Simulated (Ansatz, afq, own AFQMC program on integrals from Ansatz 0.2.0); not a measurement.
Integrals from Ansatz 0.2.0, then the random walk in our own AFQMC program (afq).

```yaml
crystal:
  periodic: [false, false, false]
  atoms:
    - {symbol: Si, position_ang: [0.000000, 0.040626, 1.737197]}
    - {symbol: Ge, position_ang: [0.000000, -0.036181, -0.655626]}
    - {symbol: H, position_ang: [0.000000, 1.475453, -1.156210]}
basis:
  gaussian: {orbitals: cc-pVDZ}
total_charge: 1
magnetization: {spin_polarized: true, initial_magnetization: 4}
correlation: {method: ccsd_t, electrons: outside_noble_gas, hamiltonian_folder: ham}
```

```sh
$ ansatz run in.yaml --threads 1 --pin off --events-out ev --progress --plain --max-ram 24576MiB --backend cuda --devices 0, --max-vram 18GiB
```

afq runs on the folder ham with

```
--method phaseless --trial cisd --walkers 4000 --populations 20 --least-time 60 --time-step 0.005 --steps-per-block 50 --equilibration-blocks 28 --max-blocks 4000 --target-error 0.00017 --factor-cut 1e-05 --start spin_pure --seed 6167 --release-times 0.24,0.51,0.99,1.62,2.4 --release-step 0.03 --release-every 3 --taylor-order 6
```

Times are imaginary, in 1/Eh. The walk had a cap of 122 s. With eight or more populations the least sampling time is a fifth of least-time, and the error comes from their spread. Filled inner d shells are frozen with the cores.

Log:

```
orbitals 31  electrons 6 2  factors 236 of 556
reference energy -2364.44835105 Eh
CCSD correlation -0.13137891 Eh in 14 cycles, weight of the determinant in the CISD state 0.8736
energy of the start -2364.579352 Eh
 block  time / (1/Eh)  mean weight  energy / Eh
     1     0.250  1.0000  -2364.578531
     2     0.500  0.9999  -2364.578975
     3     0.750  1.0000  -2364.579925
     4     1.000  1.0001  -2364.581052
     5     1.250  1.0000  -2364.581856
    12     3.000  1.0002  -2364.584902
    19     4.750  1.0000  -2364.585654
    21     5.250  0.9999  -2364.585414
    26     6.500  1.0001  -2364.585688
    29     7.250  1.0000  -2364.587190
    33     8.250  1.0001  -2364.586246
    40    10.000  0.9999  -2364.585904
    47    11.750  0.9999  -2364.586015
    54    13.500  1.0000  -2364.586034
    61    15.250  0.9999  -2364.586520
    68    17.000  1.0000  -2364.585916
    75    18.750  1.0000  -2364.585501
    78    19.500  0.9999  -2364.585624
error from the spread of 20 populations
released: time / (1/Eh)  energy / Eh  error  mean overlap
  0.24  -2364.574398  0.011833  1.0000
  0.51  -2364.586323  0.000078  1.0026
  0.99  -2364.586508  0.000067  1.0010
  1.62  -2364.586655  0.000072  0.9995
  2.40  -2364.586804  0.000066  0.9991
energy -2364.586081 +/- 0.000092 Eh
(rows thinned)
```

The run passed its tests (sampling time, drift between the halves within three errors, error under three times the target), which doesn't prove that it has relaxed.

Against this walk (error 2.5 meV) on the same determinant: CCSD(T) 29.4 meV higher, CCSDT(Q) 23.4 meV lower, CCSDTQ 24.5 meV lower. The error is statistical and leaves out the bias of the constraint. The released energies have errors that jump between times, so the bars are unsure (meV from the phaseless value at times in 1/Eh: 318 ± 322 at 0.24, -6.6 ± 2.1 at 0.51, -11.6 ± 1.8 at 0.99, -15.6 ± 2.0 at 1.62, -19.7 ± 1.8 at 2.40), so they give no level; they do show a bias of the constraint, and the last of them that isn't too noisy lies 5 meV above CCSDTQ. CCSDTQ is the surest value here, so the walk's 25 meV above it is most likely the bias of the constraint with this trial, which can have either sign.

Cautions: constraint bias not in the error; no relativity below Rb; no spin-orbit coupling; inner d shell frozen; another spin lies lower (by 2.14 eV).

The walk took 43 s on 1 × NVIDIA H100 80GB HBM3 with 2 threads of AMD EPYC 7R13 Processor (Zen 3) (shared host) (the card was shared). The log's last line is the phaseless energy.

CCSDT and higher add their correlation energy to the determinant of the CCSD(T) run, since their own runs factorise the integrals more tightly (a shift of under 2 meV). A walk keeps the symmetry of its determinant, which the program's search chose and which needn't be the lowest solution, so a lower state of the same spin and another symmetry isn't excluded.
